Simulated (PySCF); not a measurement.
F2, SMILES FF.

The structure is a stationary point at r2SCAN-D4/def2-TZVPD.

Level of theory: SMD-B3LYP/6-31G* (PySCF).

Solvation free energies are E(SMD) − E(gas) at the gas-phase geometry, for 1 M in both phases. In vacuum the dipole moment is 0.00 D.

Computed solvation free energies in water, benzene, diethylether:
| solvent | ΔG(solv) (kcal/mol) | its non-electrostatic (CDS) part | dipole (D) |
|---|---|---|---|
| water | 2.1 | 2.3 | 0.00 |
| benzene | 0.5 | 0.6 | 0.00 |
| diethylether | 0.4 | 0.5 | 0.00 |
